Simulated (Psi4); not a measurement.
Input file for Psi4: SAPT0/jun-cc-pV(D+d)Z on C6H8O (a complex).

```
memory 8100 MB

molecule dimer {
0 1
C     1.28671241   -0.55310315   -1.20755700
H     1.40275741   -1.08082815   -2.14414500
C     0.98450841    0.80780585   -1.20789500
H     0.86352941    1.33497985   -2.14405400
C     0.83385441    1.48867985    0.00000000
H     0.59803041    2.54395085    0.00000000
C     0.98450841    0.80780585    1.20789500
H     0.86352941    1.33497985    2.14405400
C     1.28671241   -0.55310315    1.20755700
H     1.40275741   -1.08082815    2.14414500
C     1.43821341   -1.23316915    0.00000000
H     1.67505141   -2.28840215    0.00000000
--
0 1
O    -4.98004159   -0.52031715    0.00000000
H    -4.81523759   -1.46503915    0.00000000
H    -4.09274059   -0.14872715    0.00000000
units angstrom
symmetry c1
no_reorient
no_com
}

set {
  basis jun-cc-pV(D+d)Z
  scf_type df
  freeze_core true
}

energy('sapt0')
```

The log:

```
[...]
==> Input File <==

--------------------------------------------------------------------------
memory 8100 MB

molecule dimer {
0 1
C     1.28671241   -0.55310315   -1.20755700
H     1.40275741   -1.08082815   -2.14414500
C     0.98450841    0.80780585   -1.20789500
H     0.86352941    1.33497985   -2.14405400
C     0.83385441    1.48867985    0.00000000
H     0.59803041    2.54395085    0.00000000
C     0.98450841    0.80780585    1.20789500
H     0.86352941    1.33497985    2.14405400
C     1.28671241   -0.55310315    1.20755700
H     1.40275741   -1.08082815    2.14414500
C     1.43821341   -1.23316915    0.00000000
H     1.67505141   -2.28840215    0.00000000
--
0 1
O    -4.98004159   -0.52031715    0.00000000
H    -4.81523759   -1.46503915    0.00000000
H    -4.09274059   -0.14872715    0.00000000
units angstrom
symmetry c1
no_reorient
no_com
}

set {
  basis jun-cc-pV(D+d)Z
  scf_type df
  freeze_core true
}

energy('sapt0')
--------------------------------------------------------------------------


   => Loading Basis Set <=

    Name: JUN-CC-PV(D+D)Z
    Role: ORBITAL
    Keyword: BASIS
    atoms 1, 3, 5, 7, 9, 11         entry C          line   188 file jun-cc-pv_dpd_z.gbs
    atoms 2, 4, 6, 8, 10, 12, 14-15 entry H          line    60 file jun-cc-pv_dpd_z.gbs
    atoms 13                        entry O          line   256 file jun-cc-pv_dpd_z.gbs

   => Loading Basis Set <=

    Name: JUN-CC-PV(D+D)Z
    Role: ORBITAL
    Keyword: BASIS
    atoms 1, 3, 5, 7, 9, 11         entry C          line   188 file jun-cc-pv_dpd_z.gbs
    atoms 2, 4, 6, 8, 10, 12, 14-15 entry H          line    60 file jun-cc-pv_dpd_z.gbs
    atoms 13                        entry O          line   256 file jun-cc-pv_dpd_z.gbs


  //>>>>>>>>>>>>>>>>>>>>>>>>>>>>>>>>>>>//
  //              Dimer HF             //
  //<<<<<<<<<<<<<<<<<<<<<<<<<<<<<<<<<<<//

   => Libint2 <=

    Primary   basis highest AM E, G, H:  7, 6, 3
    Auxiliary basis highest AM E, G, H:  7, 7, 4
    Onebody   basis highest AM E, G, H:  -, -, -
    Solid Harmonics ordering:            Gaussian


   => Loading Basis Set <=

    Name: JUN-CC-PV(D+D)Z
    Role: ORBITAL
    Keyword: BASIS
    atoms 1, 3, 5, 7, 9, 11         entry C          line   188 file jun-cc-pv_dpd_z.gbs
    atoms 2, 4, 6, 8, 10, 12, 14-15 entry H          line    60 file jun-cc-pv_dpd_z.gbs
    atoms 13                        entry O          line   256 file jun-cc-pv_dpd_z.gbs


         ---------------------------------------------------------
                                   SCF
               by Justin Turney, Rob Parrish, Andy Simmonett
                          and Daniel G. A. Smith
                              RHF Reference
                        4 Threads,   7724 MiB Core
         ---------------------------------------------------------

  ==> Geometry <==

    Molecular point group: c1
    Full point group: Cs

    Geometry (in Angstrom), charge = 0, multiplicity = 1:

       Center              X                  Y                   Z               Mass
    ------------   -----------------  -----------------  -----------------  -----------------
         C            1.286712410000    -0.553103150000    -1.207557000000    12.000000000000
         H            1.402757410000    -1.080828150000    -2.144145000000     1.007825032230
         C            0.984508410000     0.807805850000    -1.207895000000    12.000000000000
         H            0.863529410000     1.334979850000    -2.144054000000     1.007825032230
         C            0.833854410000     1.488679850000     0.000000000000    12.000000000000
         H            0.598030410000     2.543950850000     0.000000000000     1.007825032230
         C            0.984508410000     0.807805850000     1.207895000000    12.000000000000
         H            0.863529410000     1.334979850000     2.144054000000     1.007825032230
         C            1.286712410000    -0.553103150000     1.207557000000    12.000000000000
         H            1.402757410000    -1.080828150000     2.144145000000     1.007825032230
         C            1.438213410000    -1.233169150000     0.000000000000    12.000000000000
         H            1.675051410000    -2.288402150000     0.000000000000     1.007825032230
         O           -4.980041590000    -0.520317150000     0.000000000000    15.994914619570
         H           -4.815237590000    -1.465039150000     0.000000000000     1.007825032230
         H           -4.092740590000    -0.148727150000     0.000000000000     1.007825032230

  Running in c1 symmetry.

  Rotational constants: A =      0.09534  B =      0.02659  C =      0.02658 [cm^-1]
  Rotational constants: A =   2858.24287  B =    797.29754  C =    796.95014 [MHz]
  Nuclear repulsion =  248.381732298830940

  Charge       = 0
  Multiplicity = 1
  Electrons    = 52
  Nalpha       = 26
  Nbeta        = 26

  ==> Algorithm <==

  SCF Algorithm Type is DF.
  DIIS enabled.
  MOM disabled.
  Fractional occupation 
[...]
   Final Occupation by Irrep:
              A
    DOCC [     5 ]
    NA   [     5 ]
    NB   [     5 ]

  @DF-RHF Final Energy:   -76.03721201435134

   => Energetics <=

    Nuclear Repulsion Energy =              9.1676663826075870
    One-Electron Energy =                -122.9218068496889913
    Two-Electron Energy =                  37.7169284527300519
    Total Energy =                        -76.0372120143513541

Computation Completed


Properties will be evaluated at   0.000000,   0.000000,   0.000000 [a0]

Properties computed using the SCF density matrix


 Multipole Moments:

 ------------------------------------------------------------------------------------
     Multipole            Electronic (a.u.)      Nuclear  (a.u.)        Total (a.u.)
 ------------------------------------------------------------------------------------

 L = 1.  Multiply by 2.5417464519 to convert [e a0] to [Debye]
 Dipole X            :         92.8888958          -92.1209567            0.7679391
 Dipole Y            :         10.4969654          -10.9156316           -0.4186662
 Dipole Z            :         -0.0000000            0.0000000           -0.0000000
 Magnitude           :                                                    0.8746496

 ------------------------------------------------------------------------------------

  Constructing Basis Sets for SAPT...

   => Loading Basis Set <=

    Name: (JUN-CC-PV(D+D)Z AUX)
    Role: RIFIT
    Keyword: DF_BASIS_SAPT
    atoms 1, 3, 5, 7, 9, 11         entry C          line   100 file jun-cc-pvdz-ri.gbs
    atoms 2, 4, 6, 8, 10, 12, 14-15 entry H          line    30 file jun-cc-pvdz-ri.gbs
    atoms 13                        entry O          line   188 file jun-cc-pvdz-ri.gbs

   => Loading Basis Set <=

    Name: (JUN-CC-PV(D+D)Z AUX)
    Role: JKFIT
    Keyword: DF_BASIS_ELST
    atoms 1, 3, 5, 7, 9, 11         entry C          line   146 file jun-cc-pvdz-jkfit.gbs
    atoms 2, 4, 6, 8, 10, 12, 14-15 entry H          line    70 file jun-cc-pvdz-jkfit.gbs
    atoms 13                        entry O          line   258 file jun-cc-pvdz-jkfit.gbs


  //>>>>>>>>>>>>>>>>>>>>>>>>>>>>>>>>>>>//
  //               SAPT0               //
  //<<<<<<<<<<<<<<<<<<<<<<<<<<<<<<<<<<<//



        SAPT0
    Ed Hohenstein
     6 June 2009

      Orbital Information
  --------------------------
    NSO        =       166
    NMO        =       166
    NRI        =       567
    NRI (Elst) =       737
    NOCC A     =        21
    NOCC B     =         5
    FOCC A     =         6
    FOCC B     =         1
    NVIR A     =       145
    NVIR B     =       161

    Elst10,r            =    -0.000717680267 [Eh]
    Exch10              =     0.000000642146 [Eh]
    Exch10 (S^2)        =     0.000000642146 [Eh]

    Maxiter = 50
    CPHF R converge = 1.000000E-08

    Iter     Energy [mEh]          dE [mEh]         Residual      Time [s]
       1      -0.02201531       0.022015306     1.350338e-03             0
       2      -0.01977340      -0.002241904     2.856997e-04             0
       3      -0.02165018       0.001876779     8.024051e-05             0
       4      -0.02175386       0.000103679     1.778378e-05             0
       5      -0.02172263      -0.000031225     6.218024e-06             0
       6      -0.02171636      -0.000006275     1.317656e-06             0
       7      -0.02171777       0.000001410     4.307965e-07             0
       8      -0.02171766      -0.000000106     1.963789e-07             0
       9      -0.02171760      -0.000000060     7.984315e-08             0
      10      -0.02171762       0.000000017     2.575590e-08             0
      11      -0.02171763       0.000000011     4.777056e-09             0

    CHF Iterations converged

    Maxiter = 50
    CPHF R converge = 1.000000E-08

    Iter     Energy [mEh]          dE [mEh]         Residual      Time [s]
       1      -0.00253503       0.002535032     4.156055e-04             0
       2      -0.00293411       0.000399081     2.220675e-04             0
       3      -0.00322932       0.000295210     4.617877e-05             0
       4      -0.00323458       0.000005257     1.167064e-05             0
       5      -0.00322601      -0.000008567     1.668935e-06             0
       6      -0.00322726       0.000001244     2.943502e-07             0
       7      -0.00322719      -0.000000065     5.896478e-08             0
       8      -0.00322718      -0.000000011     1.309408e-08             0
       9      -0.00322718       0.000000004     2.023968e-09             0

    CHF Iterations converged

    Ind20,r (A<-B)      =    -0.000021717632 [Eh]
    Ind20,r (B<-A)      =    -0.000003227184 [Eh]
    Ind20,r             =    -0.000024944816 [Eh]
    Exch-Ind20,r (A<-B) =     0.000000114473 [Eh]
    Exch-Ind20,r (B<-A) =     0.000000010354 [Eh]
    Exch-Ind20,r        =     0.000000124827 [Eh]
    Disp20              =    -0.000092907883 [Eh]
    Disp20 (SS)         =    -0.000046453942 [Eh]
    Disp20 (OS)         =    -0.000046453942 [Eh]
    Exch-Disp20         =     0.000000103353 [Eh]
    Exch-Disp20 (SS)    =     0.000000077077 [Eh]
    Exch-Disp20 (OS)    =     0.000000026276 [Eh]

    SAPT Results
  --------------------------------------------------------------------------------------------------------
    Electrostatics                 -0.71768027 [mEh]      -0.45035117 [kcal/mol]      -1.88426928 [kJ/mol]
      Elst10,r                     -0.71768027 [mEh]      -0.45035117 [kcal/mol]      -1.88426928 [kJ/mol]

    Exchange                        0.00064215 [mEh]       0.00040295 [kcal/mol]       0.00168595 [kJ/mol]
      Exch10                        0.00064215 [mEh]       0.00040295 [kcal/mol]       0.00168595 [kJ/mol]
      Exch10(S^2)                   0.00064215 [mEh]       0.00040295 [kcal/mol]       0.00168595 [kJ/mol]

    Induction                      -0.02528536 [mEh]      -0.01586680 [kcal/mol]      -0.06638671 [kJ/mol]
      Ind20,r                      -0.02494482 [mEh]      -0.01565311 [kcal/mol]      -0.06549261 [kJ/mol]
      Exch-Ind20,r                  0.00012483 [mEh]       0.00007833 [kcal/mol]       0.00032773 [kJ/mol]
      delta HF,r (2)               -0.00046537 [mEh]      -0.00029203 [kcal/mol]      -0.00122183 [kJ/mol]

    Dispersion                     -0.09280453 [mEh]      -0.05823572 [kcal/mol]      -0.24365826 [kJ/mol]
      Disp20                       -0.09290788 [mEh]      -0.05830058 [kcal/mol]      -0.24392961 [kJ/mol]
      Exch-Disp20                   0.00010335 [mEh]       0.00006486 [kcal/mol]       0.00027135 [kJ/mol]
      Disp20 (SS)                  -0.04645394 [mEh]      -0.02915029 [kcal/mol]      -0.12196481 [kJ/mol]
      Disp20 (OS)                  -0.04645394 [mEh]      -0.02915029 [kcal/mol]      -0.12196481 [kJ/mol]
      Exch-Disp20 (SS)              0.00007708 [mEh]       0.00004837 [kcal/mol]       0.00020237 [kJ/mol]
      Exch-Disp20 (OS)              0.00002628 [mEh]       0.00001649 [kcal/mol]       0.00006899 [kJ/mol]

  Total HF                         -0.74232348 [mEh]      -0.46581502 [kcal/mol]      -1.94897003 [kJ/mol]
  Total SAPT0                      -0.83512801 [mEh]      -0.52405074 [kcal/mol]      -2.19262830 [kJ/mol]

  Special recipe for scaled SAPT0 (see Manual):
    Electrostatics sSAPT0          -0.71768027 [mEh]      -0.45035117 [kcal/mol]      -1.88426928 [kJ/mol]
    Exchange sSAPT0                 0.00064215 [mEh]       0.00040295 [kcal/mol]       0.00168595 [kJ/mol]
    Induction sSAPT0               -0.02528536 [mEh]      -0.01586680 [kcal/mol]      -0.06638671 [kJ/mol]
    Dispersion sSAPT0              -0.09280453 [mEh]      -0.05823572 [kcal/mol]      -0.24365826 [kJ/mol]
  Total sSAPT0                     -0.83512801 [mEh]      -0.52405074 [kcal/mol]      -2.19262830 [kJ/mol]
  --------------------------------------------------------------------------------------------------------



*** Psi4 exiting successfully. Buy a developer a beer!
```

The run finished.

Cost: roughly 22 core-seconds.
